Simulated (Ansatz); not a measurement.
The input, for Ansatz 0.2.0:

```yaml
crystal:
  periodic: [false, false, false]
  atoms:
    - {symbol: Br, position_ang: [0.000000, 0.000000, -1.253667]}
    - {symbol: H, position_ang: [0.000000, 0.000000, 0.067333]}
    - {symbol: H, position_ang: [0.000000, 0.000000, 1.186333]}
basis:
  gaussian: {orbitals: 6-31G, point_charges: [{charge: -1.00, position_ang: [3.559, 0.627, 0.094]}]}
magnetization: {spin_polarized: true, initial_magnetization: 1}
correlation: {method: bccd_t, electrons: valence}
scf: {omitted_lower_state_checks: [cluster_reference]}
```

```sh
$ ansatz run in.yaml --threads 1 --pin off --events-out ev --progress --plain --max-ram 2393MiB
```

Log:

```
these checks for a lower state are left out or cut short: cluster_reference
323 factors; integrals over basis functions are off by at most 5.7e-4 eV
mean field evaluation 1: about -70016.6553 eV, gradient 9.0e0 eV
mean field evaluation 2: about -70016.6577 eV, gradient 9.0e0 eV
mean field evaluation 4: about -70017.5095 eV, gradient 1.4e0 eV
mean field evaluation 8: about -70017.5358 eV, gradient 9.6e-4 eV
mean field -70017.53578669 eV, -2573.0969805706 hartree, gradient 1.3e-6 eV, S^2 0.761238; 0 other end points of the search recorded, 0 dependent functions left out
9 core orbitals not correlated: weight in the atoms' cores, before any rotation towards them, 1.000 or more for the frozen orbitals, at most 0.000 for the correlated occupied ones
reference -70017.53578669 eV, -2573.0969805706 hartree; 10, 9 occupied and 14, 15 virtual orbitals, 323 factors
second order -4.89792977 eV of doubles, -0.00000000 eV of singles
cycle   1  -4.81583200 eV  change    8.2e-2 eV  update   3.6e-2
cycle   2  -4.93460841 eV  change   -1.2e-1 eV  update   1.4e-2
cycle   3  -4.93732750 eV  change   -2.7e-3 eV  update   6.5e-3
cycle   4  -4.93682600 eV  change    5.0e-4 eV  update   3.0e-3
cycle   5  -4.93985583 eV  change   -3.0e-3 eV  update   1.1e-3
cycle   6  -4.93903158 eV  change    8.2e-4 eV  update   4.3e-4
cycle   7  -4.93912741 eV  change   -9.6e-5 eV  update   1.2e-4
cycle   8  -4.93913450 eV  change   -7.1e-6 eV  update   2.2e-5
perturbative correction -0.03965666 eV, -0.0014573553 hartree
Total energy: -70022.51457784 eV, -2573.2799477707 hartree
Checks for a lower state left out: cluster_reference
```

Ran on 1 thread of AMD EPYC 7R43, shared host: 0.69 s wall, 0.15 GiB peak host memory.
